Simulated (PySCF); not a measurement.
Molecule: `C(=O)C=O`, C2H2O2.

Bonds (- single, = double, # triple, : aromatic): O1=C2, C2-C3, C3=O4. C2 carries H5; C3 carries H6.

Frames of a GFN2-xTB Langevin trajectory at 300 K; GIAO PBE0/pcSseg-1 shieldings in PySCF, gas phase, non-relativistic; equivalent atoms averaged within each frame.

Chemical shifts δ = σref − σ; H2O for 17O (σ = 336.08 ppm); 13C (σ = 186.93 ppm) and 1H (σ = 31.72 ppm) vs TMS, all at this level. The references are static minima.

How do the shifts (ppm) fluctuate along the trajectory?

Results:


```csv
time (fs),O1/O4,C2/C3,H5/H6
optimised geometry,748.6,196.0,9.26
250,709.3,193.9,9.62
425,781.6,205.7,9.54
625,741.9,206.2,9.56
800,735.3,192.9,9.62
1000,784.9,208.0,10.13
mean of frames,750.6,201.3,9.70
standard deviation,32.2,7.3,0.25
```

5 frames give an uncertainty of the mean of about the standard deviation over 2.2 at best, since frames this close in time may not be independent; classical motion lacks zero-point vibration, and the reference would need the same averaging.
